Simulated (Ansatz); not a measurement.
`C#COC=C`, relaxed with RKS PBE0-D4/def2-TZVP in the Gaussian-basis code of Ansatz from a PBE-D4/def2-SVP geometry. The force threshold is 0.005 eV/Å; the program also tests the step.

Total charge 0; spin multiplicity 1.

Start:

```xyz
9

C     1.858    0.654    1.846
C     1.278    0.308    0.828
O     0.719   -0.070   -0.289
C    -0.671   -0.134   -0.353
C    -1.284   -0.519   -1.478
H     2.370    0.960    2.745
H    -1.178    0.155    0.582
H    -0.712   -0.793   -2.376
H    -2.380   -0.561   -1.504
```

Problem. By how much does the energy fall, and how many steps does the optimiser take? (An estimate is asked.)

Solution. The calculation gave: 7.13 kJ/mol, in 6 steps.

Problem. Which bonds change most? (An estimate is asked.)

Solution. The calculation gave: C1–C2 from 1.222 to 1.198 Å; C4–C5 from 1.338 to 1.318 Å; C4–H7 from 1.102 to 1.084 Å; C5–H8 from 1.100 to 1.082 Å.

Problem. Give the relaxed structure. (Best estimate.)

Solution. The calculation gave: 
```xyz
9

C     1.816    0.645    1.819
C     1.274    0.301    0.808
O     0.730   -0.077   -0.306
C    -0.651   -0.133   -0.350
C    -1.268   -0.509   -1.452
H     2.302    0.949    2.713
H    -1.135    0.153    0.576
H    -0.720   -0.782   -2.344
H    -2.348   -0.546   -1.465
```
